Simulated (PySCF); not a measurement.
A made-up structure of CH4B2, closed shell:

```xyz
7
angstrom
B -0.8736 0.0658 0.0165
C 0.1880 -0.1246 -0.9268
B 0.7951 -0.0136 0.3666
H 1.7650 -0.6285 0.4269
H 0.4015 -0.2652 -1.9690
H -0.2400 0.1597 1.1821
H 1.7577 -0.0005 1.0585
```

It is relaxed with PBE-D4/def2-SVP and then PBE0-D4/def2-TZVP (PySCF 2.14 with density fitting (its default auxiliary sets; JK sets also for MP2 and CCSD(T))). Atoms count as bonded within 1.22 times the sum of their covalent radii (H–H: 0.88 Å). The end point is not checked to be a true minimum.

**Question.** Does its bonding change? (A judgement: the text doesn't fix the answer.)

**Answer.** By the calculation: Yes. Formed: B1–H7; broken: B3–H6.

Where it ends: The first stage lowers the energy by 5.03 eV in 27 steps. It ends as CH₄B₂ ([H]1[BH]2[CH][BH]12):
```json
{"atom": "B1", "x (Å)": "-0.1523", "y (Å)": "0.1876", "z (Å)": "0.4633"}
{"atom": "C2", "x (Å)": "0.2262", "y (Å)": "-0.1570", "z (Å)": "-0.8751"}
{"atom": "B3", "x (Å)": "1.3686", "y (Å)": "-0.3982", "z (Å)": "-0.0444"}
{"atom": "H4", "x (Å)": "2.4934", "y (Å)": "-0.7477", "z (Å)": "0.0907"}
{"atom": "H5", "x (Å)": "-0.1299", "y (Å)": "-0.2052", "z (Å)": "-1.8862"}
{"atom": "H6", "x (Å)": "-0.9555", "y (Å)": "0.5807", "z (Å)": "1.2418"}
{"atom": "H7", "x (Å)": "0.9464", "y (Å)": "-0.0595", "z (Å)": "1.1704"}
```

Labels in which every atom is bracketed show which atoms are joined, not bond orders.

For scale, one of the runs: PBE0-D4/def2-TZVP relaxation, 117 basis functions, launched by `OMP_NUM_THREADS=2 python run.py`. Hardware: 2 CPU threads of an Intel Xeon, shared host. Wall time 41 s; peak host memory 1.1 GiB.
